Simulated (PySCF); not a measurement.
methanol (CH₄O), singlet, at a GFN2-xTB geometry; PySCF with PBE/6-31G.

PySCF was given this input:
```python
from pyscf import gto, scf, dft

mol = gto.M(
    atom='''
C    -0.05774864    0.65750333    0.00623833
O    -0.03498085   -0.74857812   -0.00758921
H    -1.10610419    0.95010140    0.00407242
H     0.88017380   -1.04794998   -0.00613415
H     0.42182552    1.06188832    0.90433371
H     0.43044352    1.07956523   -0.87898825
''',
    basis='6-31g',
    verbose=5,
)

mf = dft.RKS(mol)
mf.xc = 'pbe'
mf.kernel()
mf.analyze()
```

Output, abridged:

```
PySCF version 2.14.0

[INPUT] verbose = 5
[INPUT] max_memory = 4000
[INPUT] num. atoms = 6
[INPUT] num. electrons = 18
[INPUT] charge = 0
[INPUT] spin (= nelec alpha-beta = 2S) = 0
[INPUT] symmetry False subgroup None
[INPUT] Mole.unit = angstrom
[INPUT] Symbol           X                Y                Z      unit          X                Y                Z       unit  Magmom
[...]
[INPUT] ---------------- BASIS SET ----------------
[INPUT] l, kappa, [nprim/nctr], expnt,             c_1 c_2 ...
[INPUT] C
[...]
                                457.36951         0.0140373
                                103.94869         0.0688426
                                29.210155         0.2321844
                                9.286663          0.4679413
                                3.163927          0.362312
[...]
                                1.8812885         -0.1608542
                                0.5442493         1.1434564
[...]
                                1.8812885         0.316424
                                0.5442493         0.7443083
[...]
[INPUT] H
[...]
                                2.8253937         0.23472695
                                0.6401217         0.81375733
[...]
[INPUT] O
[...]
                                825.23495         0.0139501
                                188.04696         0.0684451
                                52.9645           0.2327143
                                16.89757          0.470193
                                5.7996353         0.3585209
[...]
                                3.5999336         -0.1480263
                                1.0137618         1.130767
[...]
                                3.5999336         0.3397528
                                1.0137618         0.7271586
[...]
nuclear repulsion = 40.5175229963512
number of shells = 18
number of NR pGTOs = 60
number of NR cGTOs = 26
basis = 6-31g
ecp = {}

******** <class 'pyscf.dft.rks.RKS'> ********
method = RKS
initial guess = minao
damping factor = 0
level_shift factor = 0
DIIS = <class 'pyscf.scf.diis.CDIIS'>
diis_start_cycle = 1
diis_space = 8
diis_damp = 0
SCF conv_tol = 1e-09
SCF conv_tol_grad = None
SCF max_cycles = 50
direct_scf = True
direct_scf_tol = 1e-13
XC library pyscf.dft.libxc version 7.1.2
    S. Lehtola, C. Steigemann, M. J. T. Oliveira, and M. A. L. Marques,  SoftwareX 7, 1–5 (2018)
XC functionals = pbe
    J. P. Perdew, K. Burke, and M. Ernzerhof,  Phys. Rev. Lett. 77, 3865 (1996)
[...]
converged SCF energy = -115.533894917238
Total Energy =                        -115.533894917237589
[...]
0 C 2py         -0.10677   0.00110   0.00608  -0.08690   0.04962
0 C 2pz         -0.00101  -0.11096   0.00046  -0.00102   0.00017
0 C 3px          0.01308   0.00040   0.05775  -0.07850   0.02644
0 C 3py          0.13222   0.00082   0.08436   0.06820  -0.04792
0 C 3pz          0.00137  -0.08266   0.00112   0.00030  -0.00035
1 O 1s          -0.00089   0.00000   0.00192  -0.00025   0.00097
1 O 2s           0.03544  -0.00000  -0.07722   0.03982   0.00467
1 O 3s          -0.04988   0.00000   0.39948  -0.06494   0.18519
1 O 2px          0.03742   0.00004  -0.10470   0.05782   0.01319
1 O 2py          0.01394   0.00008   0.06545  -0.01253   0.02195
1 O 2pz          0.00032  -0.00846   0.00014   0.00016   0.00028
1 O 3px         -0.01695  -0.00433  -0.34494   0.07641   0.78750
1 O 3py         -0.32725  -0.00887  -0.35064   0.59011  -0.42000
1 O 3pz         -0.00332   0.89508  -0.00514   0.00622  -0.00036
2 H 1s           0.18604   0.00000   0.09782   0.05417  -0.07845
2 H 2s          -0.43064  -0.00000  -0.18370   0.00994   0.25383
3 H 1s          -0.03993   0.00000   0.15475  -0.09408   0.08603
3 H 2s           0.13599  -0.00000  -0.38318   0.21066   0.10326
4 H 1s           0.18965   0.09741  -0.01256   0.09167   0.02308
4 H 2s          -0.44649  -0.28331   0.14515  -0.10810  -0.01423
5 H 1s           0.18965  -0.09741  -0.01256   0.09167   0.02308
5 H 2s          -0.44650   0.28331   0.14515  -0.10810  -0.01423
               #26
0 C 1s          -0.00036
0 C 2s           0.00294
0 C 3s          -0.27290
0 C 2px         -0.00894
0 C 2py         -0.10372
0 C 2pz         -0.00107
0 C 3px          0.00316
0 C 3py         -0.02925
0 C 3pz         -0.00027
1 O 1s           0.00468
1 O 2s          -0.04762
1 O 3s           0.86922
1 O 2px          0.00700
1 O 2py         -0.02619
1 O 2pz         -0.00023
1 O 3px          0.06470
1 O 3py          0.33103
1 O 3pz          0.00359
2 H 1s           0.00976
2 H 2s          -0.06845
3 H 1s           0.04312
3 H 2s           0.12539
4 H 1s           0.01986
4 H 2s          -0.09568
5 H 1s           0.01986
5 H 2s          -0.09568
 ** Mulliken pop on meta-lowdin orthogonal AOs  **
 ** Mulliken pop  **
[...]
 ** Mulliken atomic charges  **
charge of    0C =     -0.15028
charge of    1O =     -0.48252
charge of    2H =      0.13005
charge of    3H =      0.30922
charge of    4H =      0.09677
charge of    5H =      0.09677
Dipole moment(X, Y, Z, Debye):  1.63121,  1.03613,  0.01815
```
